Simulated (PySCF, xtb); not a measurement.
Bonds broken one at a time in the series B OH-SH. All species are isolated molecules in the gas phase. One relaxed conformer stands for each flexible species; it need not be the lowest. Strings in code marks are SMILES.

Quantity: homolytic bond dissociation enthalpy at 298 K (no spin–orbit term), in kcal/mol. Thermal and zero-point terms are GFN2-xTB rigid-rotor harmonic values (xtb).

Level 1: B3LYP/6-31G* // CAM-B3LYP-D3(BJ)/def2-TZVP (PySCF)
Level 2: BP86/6-31G* // CAM-B3LYP-D3(BJ)/def2-TZVP (PySCF)
Level 3: M06-2X/6-31G* // CAM-B3LYP-D3(BJ)/def2-TZVP (PySCF)
Level 4: PBE/6-31G* // CAM-B3LYP-D3(BJ)/def2-TZVP (PySCF)

```
species                                                                                     level 1  level 2  level 3  level 4
------------------------------------------------------------------------------------------  -------  -------  -------  -------
B–S bond of `OB(S)S`, giving `O[B]S` (H–O–B–S torsion 0°, O–B–S–H torsion 180°) and `[SH]`     96.3     98.9    101.2    101.0
S–B bond of `SB(S)S`, giving `S[B]S` (H–S–B–S torsion 0°, S–B–S–H torsion 180°) and `[SH]`     93.3      [?]      [?]     98.4
B–S bond of `OB(O)S`, giving `O[B]O` (H–O–B–O torsion 0°, O–B–O–H torsion 180°) and `[SH]`     99.0    101.1    103.2    103.1
O–B bond of `OB(O)S`, giving `O[B]S` (H–O–B–S torsion 0°, O–B–S–H torsion 180°) and `[OH]`    141.5      [?]    147.0      [?]
O–B bond of `OB(S)S`, giving `S[B]S` (H–S–B–S torsion 0°, S–B–S–H torsion 180°) and `[OH]`    136.1      [?]    142.0    139.7
O–B bond of `OB(O)O`, giving `O[B]O` (H–O–B–O torsion 0°, O–B–O–H torsion 180°) and `[OH]`    140.9    142.2    146.3      [?]
```

### Question
Fill in the missing entries.

### Answer

- S–B bond of `SB(S)S`, giving `S[B]S` (H–S–B–S torsion 0°, S–B–S–H torsion 180°) and `[SH]`, level 2: 96.2
- S–B bond of `SB(S)S`, giving `S[B]S` (H–S–B–S torsion 0°, S–B–S–H torsion 180°) and `[SH]`, level 3: 99.4
- O–B bond of `OB(O)S`, giving `O[B]S` (H–O–B–S torsion 0°, O–B–S–H torsion 180°) and `[OH]`, level 2: 143.1
- O–B bond of `OB(O)S`, giving `O[B]S` (H–O–B–S torsion 0°, O–B–S–H torsion 180°) and `[OH]`, level 4: 144.7
- O–B bond of `OB(S)S`, giving `S[B]S` (H–S–B–S torsion 0°, S–B–S–H torsion 180°) and `[OH]`, level 2: 138.1
- O–B bond of `OB(O)O`, giving `O[B]O` (H–O–B–O torsion 0°, O–B–O–H torsion 180°) and `[OH]`, level 4: 143.6
